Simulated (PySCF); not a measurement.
1,2-elimination

Start structure (CH$_{4}$BF, closed shell), relaxed at PBE0-D4/def2-TZVP:

B1  (-0.736, 0.052, -0.456)
F2  (-0.732, 0.474, -1.714)
C3  (0.585, -0.019, 0.357)
H4  (0.752, -1.049, 0.695)
H5  (-1.807, -0.261, -0.010)
H6  (0.488, 0.571, 1.275)
H7  (1.464, 0.319, -0.194)
(Å)

The step: CH₄BF ([CH3][BH][F]) → CH₃B ([BH][CH2]) + HF; bonds formed: F2–H4; bonds broken: B1–F2, C3–H4. Computed with PySCF 2.14 with density fitting (its default auxiliary sets; JK sets also for MP2 and CCSD(T)) (basis: def2-TZVPP and def2-QZVPP); correlated methods freeze the cores. Extrapolation: Hartree–Fock as exp(−7.88 √X), correlation as X^−2.97. Energies below are by CCSD(T) at an estimated basis limit (MP2 extrapolated from triple and quadruple zeta, plus CCSD(T) − MP2 in triple zeta).

(1) What are the electronic barrier and the energy of the step, from the start structure to the end structure? (Judge from chemistry; the value comes from the calculation.)

T1 diagnostic: at most 0.014.

## Answers

(1) Computed: Barrier 3.710 eV; step energy 3.286 eV (uphill); reverse barrier, their difference, 0.424 eV. Barrier and step energy count from the start structure, the reverse barrier from the end structure.

The saddle point: One imaginary mode of 697i cm⁻¹.
| pair | start (Å) | saddle (Å) | end (Å) |
| --- | --- | --- | --- |
| F2–H4 | 3.21 | 1.04 | 0.94 |
| B1–F2 | 1.33 | 1.70 | 3.18 |
| C3–H4 | 1.10 | 1.72 | 2.03 |

Zero-point energy (harmonic, PBE0-D4): ZPE is 1.392 eV at the start and 1.239 eV at the saddle, so the barrier goes from 3.710 to 3.557 eV.

Labels in which every atom is bracketed show which atoms are joined, not bond orders.

For scale, one of the runs: CCSD(T)/def2-TZVPP, 149 basis functions, launched by `OMP_NUM_THREADS=4 python run.py`. The run took 31 s on 4 CPU threads of an AMD EPYC 9B45 (shared host), with 0.97 GiB of host memory at its peak.
